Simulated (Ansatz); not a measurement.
```yaml
crystal:
  periodic: [true, true, true]
  atoms:
    - {symbol: O, position_ang: [0.124705, -0.992496, -2.009464]}
    - {symbol: C, position_ang: [0.058299, -0.373269, -0.827311]}
    - {symbol: C, position_ang: [-0.066888, -0.784316, 0.460134]}
    - {symbol: C, position_ang: [-0.070652, 0.421843, 1.231736]}
    - {symbol: C, position_ang: [0.050711, 1.441472, 0.357721]}
    - {symbol: O, position_ang: [0.130933, 0.955820, -0.918446]}
    - {symbol: H, position_ang: [0.059714, -1.939810, -1.863338]}
    - {symbol: H, position_ang: [-0.145256, -1.799132, 0.814555]}
    - {symbol: H, position_ang: [-0.153870, 0.506830, 2.303480]}
    - {symbol: H, position_ang: [0.095604, 2.511958, 0.453831]}
basis:
  gaussian: {orbitals: ANO-RCC-VTZP}
total_charge: 1
magnetization: {spin_polarized: true, initial_magnetization: 1}
hamiltonian: {xc: {name: PBEsol}}
scf: {lower_state_search: light}
```

```sh
$ ansatz run in.yaml --threads 4 --pin off --events-out ev --progress --plain --max-ram 10444MiB
```

Shortened log:

```
Error: YAML parse error: error: line 2 column 3: crystal: missing field `lattice` (a structure is typed as `lattice` and `atoms`, a molecule's as `atoms` in Å alone, or read from a run's directory, `checkpoint`)
 --> <input>:2:3
1 | crystal:
2 |   periodic: [true, true, true]
3 |   atoms:
4 |     - {symbol: O, position_ang: [0.124705, -0.992496, -2.009464]}
```

Task: Something in this input is off. What?

Result: The molecule is marked periodic without a cell. The input was rejected before any iteration.
